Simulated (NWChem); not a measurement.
Worked example: vertical ionisation energy of CS2 (SMILES S=C=S)

CS2: 3 atoms, total charge 0, spin state singlet. As SMILES, `S=C=S`. Geometry: relaxed at PBE0-D4/def2-TZVP.

```csv
atom,x (Å),y (Å),z (Å)
S,1.3570,-0.1560,0.7291
C,0.0000,0.0000,0.0000
S,-1.3570,0.1560,-0.7291
```

Both states at this one shape; open shells run unrestricted unless said. 1 Eh = 27.2114 eV.

| level | program | singlet CS2 (Eh) | doublet [CS2]+ (Eh) |
| --- | --- | --- | --- |
| PBE/STO-3G | NWChem | -824.801710 | -824.534708 |
| PBE/6-31G** (spherical functions) | NWChem | -834.069545 | -833.700289 |

Work out the vertical ionisation energy at each level.


1. PBE/STO-3G: -824.534708 − (-824.801710) = 0.267002 Eh = 7.27 eV.
2. PBE/6-31G** (spherical functions): -833.700289 − (-834.069545) = 0.369256 Eh = 10.05 eV.

No measured value is set beside it here; the levels span 7.27 to 10.05 eV. Minimal sets are far from the basis-set limit.
